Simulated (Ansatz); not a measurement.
Process, species as SMILES: O=CO + H+ → O=C[OH2+]
B3LYP-D3(BJ)/def2-TZVP geometries, fixed; electronic energies without zero-point terms; positive where energy is released.
Largest species:
```
O
H 1 0.9757
H 1 0.9767 2 111.71
C 1 1.6993 2 121.90 3 141.92
O 4 1.1347 1 115.09 2 -152.58
H 4 1.0879 5 142.66 1 176.53
```
Charge +1, spin multiplicity 1.

Core correlation in the proton affinity at CCSD(T) with Ansatz (an electronic-structure program), in kcal/mol: frozen core against all electrons. Core-valence sets carry the plain set on hydrogen. Species with rotatable bonds are taken in one conformer. The proton sits at the site shown, which need not be the one that binds it best. Costs are rough ratios of core time on shared machines of one kind.

| basis | functions, most | frozen core | all electrons | core term (second minus first) | cost over frozen core |
|---|---|---|---|---|---|
| cc-pVDZ | 57 | 169.46 | 169.42 | -0.04 | - |
| cc-pCVDZ | 69 | 169.48 | 169.44 | -0.04 | 1× |
| cc-pVTZ | 132 | 165.46 | 165.49 | 0.03 | 2× |
| cc-pCVTZ | 171 | 165.43 | 165.36 | -0.07 | 2× |
| cc-pwCVTZ | 171 | 165.36 | 165.28 | -0.08 | 2× |
| cc-pVQZ | 255 | 163.74 | 163.71 | -0.03 | 2× |

The largest core-valence set, cc-pwCVTZ, gives a core term of -0.08 kcal/mol; the valence set cc-pVQZ, which lacks functions for the core, gives -0.03.
